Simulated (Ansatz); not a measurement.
CClF2, SMILES `F[C](F)Cl` radical at its PBE0-D4/def2-TZVP geometry, where that method's forces vanish. Charge 0, multiplicity 2.

```xyz
4

F    -0.1768   -1.0419    0.7787
C    -0.0733   -0.1973   -0.2234
F     1.1868   -0.0329   -0.5601
Cl   -0.9367    1.2721    0.0048
```

Problem. What forces (eV/Å) does r2SCAN-D4/def2-TZVPP give on these atoms in the Gaussian-basis code of Ansatz? (An estimate is asked.)

Solution. Computed: 
```
F1  -0.016 -0.260  0.329
C2  -0.249 -0.050 -0.291
F3   0.407  0.053 -0.087
Cl4 -0.142  0.257  0.049
```
